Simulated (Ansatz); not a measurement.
`C=CCCCl`. Total charge 0; spin multiplicity 1.

```tsv
atom	x (Å)	y (Å)	z (Å)
C1	-1.4648	0.7167	-1.1870
C2	-0.2763	0.7115	-0.6011
C3	0.4662	-0.5225	-0.2099
C4	0.7560	-0.6151	1.2759
Cl5	1.8642	0.6750	1.8261
H6	-1.9627	1.6427	-1.4495
H7	-1.9827	-0.2062	-1.4307
H8	0.2130	1.6548	-0.3719
H9	1.4172	-0.5767	-0.7515
H10	-0.1159	-1.4078	-0.4891
H11	-0.1546	-0.5136	1.8657
H12	1.2405	-1.5588	1.5230
```

What are the harmonic wavenumbers in cm⁻¹ at PBE0-D4/def2-TZVP (Ansatz, finite differences of forces, unscaled)? (An estimate is asked.)

Ansatz gave: 81, 125, 247, 355, 457, 673, 692, 823, 909, 958, 1005, 1037, 1048, 1138, 1187, 1261, 1314, 1326, 1358, 1447, 1465, 1478, 1728, 3039, 3081, 3099, 3148, 3158, 3170, 3239.

Is this a minimum?

Yes, all 30 modes are real.

Give the ideal-gas thermochemistry at 298.15 K and 1 bar (rigid rotor, harmonic oscillator; point group C1, symmetry number 1).

Zero-point energy 263.4 kJ/mol; H(298) − E = 281.7 kJ/mol; entropy 327.6 J/(mol·K), of which translation 165.1, rotation 111.7, vibration 50.8; G(298) − E = 184.0 kJ/mol. Modes under 100 cm⁻¹ are hindered rotations or soft bends, so the harmonic entropy is rough.

And at 400, 500, 600, 800 and 1000 K?


```
T (K)  H − E (kJ/mol)  S (J/mol/K)  G − E (kJ/mol)
  400           292.4        358.3           149.1
  500           305.2        386.9           111.8
  600           320.1        413.9            71.7
  800           354.6        463.3           -16.1
 1000           393.9        507.1          -113.2
```

Rotational constants (cm⁻¹)?

0.3408, 0.06237, 0.05639.
